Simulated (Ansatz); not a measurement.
For rock-salt CdO, PBEsol-D3(BJ) (Ansatz, a quantum-chemistry and plane-wave program, plane waves, PAW) gives:

lattice constant a: 4.655 Å
bulk modulus: 155 GPa

Task: What does Hartree–Fock (plane waves, PAW; Ansatz) give for the same quantities?

Result: 
- lattice constant a: 4.738 Å (grows by 1.8 %)
- bulk modulus: 147 GPa (drops by 5.2 %)

For comparison: lattice constant a 4.696 Å (measured, temperature not stated, not corrected to a static lattice; as tabulated in Gopal et al. (2015), doi:10.1103/physrevb.91.245202); bulk modulus 147 GPa (measured, temperature not stated, not corrected to a static lattice; as tabulated in Gopal et al. (2015), doi:10.1103/physrevb.91.245202).

Changes are worked out from the printed values.

Unless a cell is named, each level is at its own relaxed cell (PBEsol-D3(BJ) 12.61, Hartree–Fock 13.30 Å³/atom).

Ansatz's density-functional and Hartree–Fock values are scalar-relativistic unless marked +SOC, with PAW data made under PBE.
